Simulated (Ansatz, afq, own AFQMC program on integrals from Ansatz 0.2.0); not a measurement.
Integrals from Ansatz 0.2.0, then the random walk in our own AFQMC program (afq).

```yaml
crystal:
  periodic: [false, false, false]
  atoms:
    - {symbol: Al, position_ang: [0.000000, -0.015641, 0.935904]}
    - {symbol: C, position_ang: [0.000000, 0.533213, -0.858595]}
    - {symbol: B, position_ang: [0.000000, -0.842174, -1.178071]}
    - {symbol: H, position_ang: [0.000000, 3.097907, -2.186333]}
basis:
  gaussian: {orbitals: cc-pVDZ}
magnetization: {spin_polarized: true, initial_magnetization: 3}
correlation: {method: ccsd_t, electrons: outside_noble_gas, hamiltonian_folder: ham}
```

```sh
$ ansatz run in.yaml --threads 1 --pin off --events-out ev --progress --plain --max-ram 1843MiB
```

afq runs on the folder ham with

```
--method phaseless --trial cisd --walkers 60 --populations 1 --least-time 40 --time-step 0.005 --steps-per-block 50 --equilibration-blocks 40 --max-blocks 300 --target-error 0.0008 --factor-cut 1e-05 --start spin_pure --seed 6814 --release-times 0.24,0.51,0.99,1.62,2.4 --release-step 0.03 --release-every 4 --taylor-order 6
```

Times are imaginary, in 1/Eh. The walk had a cap of 2083 s.

afq prints:

```
orbitals 44  electrons 7 4  factors 334 of 490
reference energy -304.78987865 Eh
CCSD correlation -0.24427740 Eh in 17 cycles, weight of the determinant in the CISD state 0.8016
energy of the start -305.024557 Eh
 block  time / (1/Eh)  mean weight  energy / Eh
     1     0.250  1.0014  -305.025635
     2     0.500  1.0004  -305.030157
     3     0.750  0.9987  -305.034588
     4     1.000  0.9990  -305.042750
     5     1.250  0.9994  -305.048068
     8     2.000  1.0007  -305.061664
    17     4.250  0.9994  -305.044767
    33     8.250  1.0000  -305.037816
    41    10.250  1.0014  -305.054132
    65    16.250  1.0004  -305.062830
    89    22.250  0.9996  -305.045537
   113    28.250  1.0002  -305.041339
   137    34.250  0.9994  -305.048924
   161    40.250  1.0007  -305.046884
   185    46.250  0.9969  -305.053063
   209    52.250  0.9991  -305.054806
   233    58.250  1.0005  -305.054147
   257    64.250  1.0018  -305.066898
   265    66.250  1.0007  -305.070318
   281    70.250  1.0013  -305.059592
   305    76.250  0.9996  -305.065414
   329    82.250  1.0000  -305.046053
   337    84.250  1.0014  -305.050177
blocks merged  error / Eh  count
     1  0.000555  300
     2  0.000710  150
     4  0.000868  75
     8  0.001085  37
    16  0.001236  18
    32  0.001659  9
released: time / (1/Eh)  energy / Eh  error  mean overlap
  0.24  -305.053960  0.001255  1.0059
  0.51  -305.055057  0.001270  1.0056
  0.99  -305.055162  0.001251  1.0042
  1.62  -305.053957  0.001092  1.0293
  2.40  -305.053185  0.001326  1.0434
energy -305.053314 +/- 0.001236 Eh
(rows thinned)
```

The run passed its tests (sampling time, drift between the halves within three errors, error under three times the target), which doesn't prove that it has relaxed. The second half of the sampling lies below the first by 2.5 errors of their difference, so the energy may still be moving and its error bar be too small.

Against this walk (error 33.6 meV) on the same determinant: CCSD(T) 58.8 meV higher (within the noise), CCSDT(Q) 45.6 meV lower (within the noise). The error is statistical and leaves out the bias of the constraint. The determinant has ⟨S²⟩ = 3.92, so the low cluster orders mix in higher spin (the high orders can go on to a lower state of that spin), while the walk starts as a pure quartet. None of these is a sure reference here. Released to 2.40 1/Eh the energy moves by 4 ± 49 meV (both errors), within twice the noise.

Cautions: constraint bias not in the error; error above the target (33.6 against 21.8 meV); lower spins were not checked; higher spins were not checked; strong correlation (T1 0.052, weight of the determinant 0.80, largest double 0.08); (T) is large, 7 % of the CCSD correlation; unrestricted determinant spin contaminated (⟨S²⟩ 3.92 against 3.75); the bias of populations of 60 walkers isn't removed.

The walk took 12 min on 1 thread of Arm Neoverse V1 (shared host). The log's last line is the phaseless energy.

CCSDT and higher add their correlation energy to the determinant of the CCSD(T) run, since their own runs factorise the integrals more tightly (a shift of under 2 meV). A walk keeps the symmetry of its determinant, which the program's search chose and which needn't be the lowest solution, so a lower state of the same spin and another symmetry isn't excluded.
